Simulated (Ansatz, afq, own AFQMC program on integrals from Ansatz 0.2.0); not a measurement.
## Where AFQMC and coupled cluster stand for AlPH, quartet

```xyz
3

Al    0.0000    0.0000    0.1876
P     0.0000    0.0000   -1.9566
H     0.0000    0.0000    1.7690
```

Connectivity, by distances: AlH–P.

Basis 6-31G. Noble-gas cores (and the filled d shells of Ga–Kr and In–Xe) are frozen. Integrals, coupled cluster, full CI and functionals: Ansatz 0.2.0; the random walks run on the same integrals in our own AFQMC program. The CISD trial takes its coefficients from CCSD amplitudes. Released means that phaseless walkers are propagated on without the constraint, phases kept. Error bars are statistical, one sigma.

Determinant: UHF, the one that the program's search chose, which needn't be the lowest solution. The geometry is a PBE0/def2-TZVP stationary point of this or a neighbouring charge and spin state.

Full CI on the same integrals is exact in this basis and with this determinant's frozen core.

Cautions: another spin lies lower (by 2.44 eV).

The T1 diagnostic is 0.0170 and the weight of the determinant in the CISD state is 0.927. The ⟨S²⟩ of the determinant is 3.784 and the size of the correlated space is 9 electrons in 18 orbitals.

Reference: full CI, correlation energy -1.870 eV. The released energy is read at 2.40 1/Eh (meV from the phaseless value at times in 1/Eh: -1.5 ± 0.9 at 0.24, -2.8 ± 0.8 at 0.51, -3.8 ± 0.7 at 0.99, -3.5 ± 0.9 at 1.62, -3.7 ± 0.7 at 2.40).

| level | E − E(reference) (kJ/mol) | share of correlation (%) |
| --- | --- | --- |
| HF | 180.4 | 0.00 |
| MP2 | 58.2 | 67.74 |
| CCSD | 5.4 | 97.03 |
| CCSD(T) | 2.0 | 98.87 |
| CCSDT | 0.3 | 99.85 |
| CCSDT(Q) | 0.1 | 99.95 |
| CCSDTQ | 0.0 | 100.00 |
| ph-AFQMC/CISD | 0.9 ± 0.09 | 99.52 |
| released AFQMC | 0.5 ± 0.07 | 99.72 |

CCSDT and higher add their correlation energy to the determinant of the CCSD(T) run, since their own runs factorise the integrals more tightly (a shift of under 2 meV). A walk keeps the symmetry of its determinant, which the program's search chose and which needn't be the lowest solution, so a lower state of the same spin and another symmetry isn't excluded. Released energies are given only where the last usable release times agree within the noise; a slower fall can still hide under it.
